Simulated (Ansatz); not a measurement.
Mulliken charges of C4H4O (`C#COC=C`) from r2SCAN/def2-TZVPP in Ansatz (PBE0-D4/def2-TZVP geometry).

```tsv
atom	x (Å)	y (Å)	z (Å)	charge (e)
C1	-2.159	-0.232	0.620	-0.282
C2	-0.989	-0.309	0.867	0.115
O3	0.262	-0.409	1.186	-0.248
C4	1.210	-0.073	0.236	0.086
C5	0.955	0.350	-0.986	-0.209
H6	-3.199	-0.168	0.412	0.252
H7	2.195	-0.211	0.658	0.093
H8	1.781	0.584	-1.642	0.091
H9	-0.057	0.469	-1.352	0.101
```

**Question.** By hand: the dipole of these point charges (1 e Å = 4.8032 D).

**Answer.** Σ q r = (-0.111, 0.090, -0.264) e Å, of length 0.300 e Å = 1.44 D.

**Question.** How does the dipole of the full density compare? (Estimate.)

**Answer.** Computed: (0.161, 0.061, -0.172) e Å, 1.17 D; the point charges give 1.23 times that, at 63° from its direction.

Point charges leave out the atoms' own dipoles, such as those of lone pairs, and Mulliken's split depends on the basis, so the two needn't agree.
